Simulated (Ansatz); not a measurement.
# Dissociation curves of SiH3F (SiFH3)

SiH3F: 5 atoms, total charge 0, spin state singlet. As SMILES, `[H][Si]([H])([H])F`. The coordinates come from a GFN2-xTB relaxation.

```xyz
5

Si   -0.0007    0.0012   -0.0936
F     0.0109   -0.0191    1.5120
H     1.4003    0.0110   -0.4822
H    -0.7093    1.2189   -0.4534
H    -0.7012   -1.2120   -0.4828
```

The Si1–H5 distance is scanned; the parts on either side stay rigid. Basis STO-3G, 6 core orbitals frozen in the correlated methods; program Ansatz 0.2.0. FCI is exact within this basis and core. Energies in eV from each method's value at 1.454 Å; methods without a U are spin-restricted. The shape above is that at 1.454 Å.

```csv
distance (Å),PBE0,B3LYP,HSE06,BCCD(T)
1.454,0.00,0.00,0.00,0.00
1.818,1.09,1.04,1.09,1.06
2.181,2.93,2.79,2.92,2.72
2.908,5.89,5.62,5.86,4.52
3.635,7.33,7.00,7.28,4.75
```

**Question.** Estimate the FCI curve, and say how far off each method is.

**Answer.** 
```tsv
distance (Å)	FCI
1.454	0.00
1.818	1.05
2.181	2.70
2.908	4.52
3.635	4.82
```

Departure from the FCI curve at its largest: PBE0 +2.51 eV at 3.63 Å; B3LYP +2.17 eV at 3.63 Å; HSE06 +2.46 eV at 3.63 Å; BCCD(T) -0.07 eV at 3.63 Å. Restricted functionals keep the electrons paired too, and rise too high.
